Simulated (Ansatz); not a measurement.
Geometry optimisation, Ansatz, RKS BLYP-D4/def2-SVP.

The input (input.yaml):

```yaml
crystal:
  periodic: [false, false, false]
  atoms:
    - { symbol: C, position_ang: [-0.31897, 0.41258, -0.25285] }
    - { symbol: B, position_ang: [0.52833, -0.6823, 0.41861] }
    - { symbol: S, position_ang: [1.40854, -1.82256, 1.11667] }
    - { symbol: H, position_ang: [-1.05528, 0.82684, 0.43494] }
    - { symbol: H, position_ang: [0.29909, 1.23893, -0.60244] }
    - { symbol: H, position_ang: [-0.86171, 0.02649, -1.11492] }
basis:
  gaussian: { orbitals: def2-SVP }
hamiltonian:
  xc: blyp
  dispersion: d4
relax:
  f_tol: 0.02
  max_steps: 50
```

Run as:

```bash
$ ansatz run input.yaml --threads 1 --pin off --max-ram 2048MiB --backend cpu --events-out ev --progress --plain --runs-dir out
```

Question: Where does it end, and by what steps?

Answer: The run converged. After 3 steps the energy has fallen by 0.038 eV; H4 moved furthest, 0.02 Å.

```json
{"step": "0", "energy less start (eV)": "0.0000", "largest force component (eV/Å)": "0.867", "accepted": "yes"}
{"step": "1", "energy less start (eV)": "-0.0333", "largest force component (eV/Å)": "0.399", "accepted": "yes"}
{"step": "2", "energy less start (eV)": "-0.0385", "largest force component (eV/Å)": "0.022", "accepted": "yes"}
{"step": "3", "energy less start (eV)": "-0.0385", "largest force component (eV/Å)": "0.006", "accepted": "yes"}
```

```xyz
6
Properties=species:S:1:pos:R:3
C -0.322 0.417 -0.255
B 0.524 -0.678 0.416
S 1.420 -1.837 1.126
H -1.069 0.832 0.454
H 0.317 1.253 -0.608
H -0.871 0.013 -1.132
```

The run took 6 s on 1 CPU thread of a shared host.
